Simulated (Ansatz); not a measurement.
**C₃H₂F₂S: a few dozen steps of dynamics**

What does C₃H₂F₂S do in its first 40 fs with a Nosé-Hoover thermostat, with the temperature set to 1000 K?

Program: Ansatz 0.2.0, Gaussian basis. Level of theory: revPBE/6-31G* with D3(BJ) with three-body dispersion. These are calculated values, not measurements.

### 1 The relaxed structure

The structure was relaxed beforehand with PBE0-D4 in a triple-zeta def2 set.

SMILES `FC1=CC(F)S1`, 8 atoms, charge 0, spin multiplicity 1.

Atoms are counted from 1 here; the program's logs count them from 0.

Bond lengths: F1–C2 1.306 Å, C2–C3 1.330 Å, C2–S6 1.758 Å, C3–C4 1.494 Å, C3–H7 1.079 Å, C4–F5 1.357 Å, C4–S6 1.868 Å, C4–H8 1.092 Å. Angles: F1–C2–C3 132.5°, F1–C2–S6 125.2°, C3–C2–S6 102.2°, C2–C3–C4 95.8°, C2–C3–H7 133.7°, C4–C3–H7 130.3°, C3–C4–F5 116.4°, C3–C4–S6 91.3°, C3–C4–H8 116.0°, F5–C4–S6 114.2°, F5–C4–H8 108.7°, S6–C4–H8 109.4°, C2–S6–C4 70.6°.

Coordinates:

```xyz
8
C3H2F2S
F     0.63072   -0.69571    2.27506
C     0.23539   -0.22619    1.12201
C     0.62434   -0.46455   -0.12710
C    -0.44254    0.35534   -0.77651
F    -0.02180    1.38212   -1.55705
S    -1.10828    0.88256    0.88738
H     1.38704   -1.09027   -0.56428
H    -1.21278   -0.20050   -1.31520
```

### 2 The run

File in.yaml:

```yaml
crystal:
  periodic: [false, false, false]
  atoms:
    - {symbol: F, position_ang: [0.630725, -0.695711, 2.275063]}
    - {symbol: C, position_ang: [0.235387, -0.226190, 1.122006]}
    - {symbol: C, position_ang: [0.624341, -0.464549, -0.127103]}
    - {symbol: C, position_ang: [-0.442538, 0.355340, -0.776507]}
    - {symbol: F, position_ang: [-0.021799, 1.382118, -1.557050]}
    - {symbol: S, position_ang: [-1.108280, 0.882562, 0.887375]}
    - {symbol: H, position_ang: [1.387044, -1.090273, -0.564283]}
    - {symbol: H, position_ang: [-1.212780, -0.200498, -1.315200]}
basis:
  gaussian: {orbitals: "6-31G*"}
hamiltonian: {xc: {name: revPBE}, dispersion: d3bjatm}
md: {timestep: 2 fs, n_steps: 20, ensemble: nvt_nose_hoover, temperature: 1000, initial_velocities: maxwell_boltzmann, seed: 88}
```

Run with:

```bash
$ ansatz run in.yaml --threads 4 --pin off --events-out ev --progress --plain --max-ram 10444MiB
```

Output, shortened:

```text
Functional definition: revPBE
  name "revPBE"
  cite "Zhang & Yang, Phys. Rev. Lett. 80, 890 (1998) doi:10.1103/PhysRevLett.80.890"
  cite "Perdew, Burke & Ernzerhof, Phys. Rev. Lett. 77, 3865 (1996) doi:10.1103/PhysRevLett.77.3865"
[...]
1039 factors; their error is unknown
[...]
mean field -19405.46555611 eV, -713.1377056899 hartree, gradient 2.7e-5 eV, S^2 0.000000; 0 other end points of the search recorded, 0 dependent functions left out
[...]
reference -19405.46558265 eV, -713.1377066652 hartree; 27, 27 occupied and 71, 71 virtual orbitals, 1039 factors
md step     0: t =     0.00 fs  T =  1000.0 K  F+E_penalty+E_count = -19405.93133440 eV  E_kin = 0.775560 eV  conserved = -19405.15577441 eV  (30 SCF iters)
[...]
md step     5: t =    10.00 fs  T =   574.6 K  F+E_penalty+E_count = -19405.59221665 eV  E_kin = 0.445661 eV  conserved = -19405.14781160 eV  (32 SCF iters, 5 dispersion substeps)
[...]
md step    10: t =    20.00 fs  T =   269.8 K  F+E_penalty+E_count = -19405.26619374 eV  E_kin = 0.209261 eV  conserved = -19405.06290678 eV  (33 SCF iters, 5 dispersion substeps)
[...]
md step    15: t =    30.00 fs  T =   630.0 K  F+E_penalty+E_count = -19405.51141453 eV  E_kin = 0.488610 eV  conserved = -19405.03870550 eV  (32 SCF iters, 5 dispersion substeps)
[...]
md step    19: t =    38.00 fs  T =   684.7 K  F+E_penalty+E_count = -19405.62384431 eV  E_kin = 0.530994 eV  conserved = -19405.12008581 eV  (32 SCF iters, 5 dispersion substeps)
[...]
md step    20: t =    40.00 fs  T =   585.9 K  F+E_penalty+E_count = -19405.49152619 eV  E_kin = 0.454385 eV  conserved = -19405.06803085 eV  (52 SCF iters, 5 dispersion substeps)
Total energy: -19405.49155261 eV, -713.1386610438 hartree
Atom 0 at     0.673616    -0.694375     2.304402 Å, force    -0.419323     0.284171    -1.044976 eV/Å
Atom 1 at     0.216310    -0.204791     1.116709 Å, force     0.153067    -0.321495     1.353431 eV/Å
Atom 2 at     0.574401    -0.468293    -0.144263 Å, force     0.099488     0.446039     0.403279 eV/Å
Atom 3 at    -0.415832     0.389675    -0.884278 Å, force     2.304655     0.925658     2.507593 eV/Å
Atom 4 at     0.057952     1.390813    -1.678116 Å, force     0.261868     0.494511     0.455394 eV/Å
Atom 5 at    -1.163936     0.859179     0.989591 Å, force    -0.393488     0.869231    -0.997219 eV/Å
Atom 6 at     1.227080    -1.258197    -0.391209 Å, force     1.044603    -0.790055    -1.086761 eV/Å
Atom 7 at    -1.089978    -0.097435    -1.458711 Å, force    -3.050869    -1.908060    -1.590740 eV/Å
Dipole moment:    -0.013108    -0.279287    -0.232380 e Å
```

It took 11 s on 4 threads of Intel Xeon 6975P-C, shared host.

### 3 The trajectory

Step by step, with energies from the first frame:

```csv
time (fs),T (K),potential (meV),conserved (meV),C4–S6 (Å)
0.0,1000,0.0,0.00,1.868
2.0,744,262.9,64.17,1.872
4.0,528,424.7,58.19,1.880
6.0,509,423.1,42.15,1.890
8.0,410,522.2,63.54,1.901
10.0,575,339.1,7.96,1.910
12.0,638,320.6,37.86,1.918
14.0,501,436.5,46.31,1.932
16.0,488,448.3,47.42,1.952
18.0,450,435.5,3.81,1.978
20.0,270,665.1,92.87,2.005
22.0,438,488.5,45.51,2.028
24.0,387,557.1,73.39,2.051
26.0,507,472.0,79.38,2.073
28.0,777,203.8,17.95,2.093
30.0,630,419.9,117.07,2.107
32.0,688,295.5,34.33,2.112
34.0,503,481.5,74.37,2.108
36.0,430,555.6,89.74,2.100
38.0,685,307.5,35.69,2.087
40.0,586,439.8,87.74,2.072
```

Positions (Å) and forces (eV/Å) at 40.0 fs:

```xyz
8

F     0.674   -0.694    2.304   -0.419    0.284   -1.045
C     0.216   -0.205    1.117    0.153   -0.321    1.353
C     0.574   -0.468   -0.144    0.099    0.446    0.403
C    -0.416    0.390   -0.884    2.305    0.926    2.508
F     0.058    1.391   -1.678    0.262    0.495    0.455
S    -1.164    0.859    0.990   -0.393    0.869   -0.997
H     1.227   -1.258   -0.391    1.045   -0.790   -1.087
H    -1.090   -0.097   -1.459   -3.051   -1.908   -1.591
```

### 4 Summary of results

```
                              quantity                          value
                                length             20 steps of 2.0 fs
     temperature, first and last frame                    1000, 586 K
              temperature, second half  mean 536 K, from 270 to 777 K
                swing of the potential                        665 meV
largest change of the conserved energy                     117.07 meV
                        range of C4–S6               1.868 to 2.112 Å
```

From 1000 K at the start the temperature swings between 270 and 1000 K: with 8 atoms it has no steady value yet; starting near a minimum, about half of the kinetic energy flows into the potential. The conserved energy moves by 117.07 meV, 17.6 % of the potential's swing: the step is long for the fastest motion. C4–S6 swings as far as any bond, by 0.24 Å; no bond breaks. A run of 40 fs gives no averages.
